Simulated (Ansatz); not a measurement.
A made-up structure of Mg2H2, closed shell:

```
4
angstrom
Mg 0.2406 -1.4065 0.7483
Mg -0.2408 1.4061 -0.7490
H 0.5293 -3.0915 1.6462
H -0.5291 3.0919 -1.6455
```

It is relaxed with PBE-D4/def2-SVP and then PBE0-D4/def2-TZVP (Ansatz 0.2.0). Atoms count as bonded within 1.22 times the sum of their covalent radii (H–H: 0.88 Å). The end point is not checked to be a true minimum.

Question: Does its bonding change? (Judge from chemistry; the calculation decides.)

Answer: Computed: No: no bond forms or breaks.

Where it ends: The first stage lowers the energy by 0.37 eV in 5 steps. It ends as Mg₂H₂ ([MgH][MgH]):
Mg1  (0.215, -1.256, 0.668)
Mg2  (-0.215, 1.256, -0.668)
H3  (0.473, -2.761, 1.470)
H4  (-0.473, 2.761, -1.470)
(Å)

Labels in which every atom is bracketed show which atoms are joined, not bond orders.

For scale, one of the runs: PBE0-D4/def2-TZVP relaxation, 76 basis functions, launched by `ansatz run in.yaml --threads 2 --pin off --events-out ev --progress --plain --max-ram 4352MiB`. The run took about 3.2 s on 2 CPU threads of an Arm Neoverse V1 (shared host).
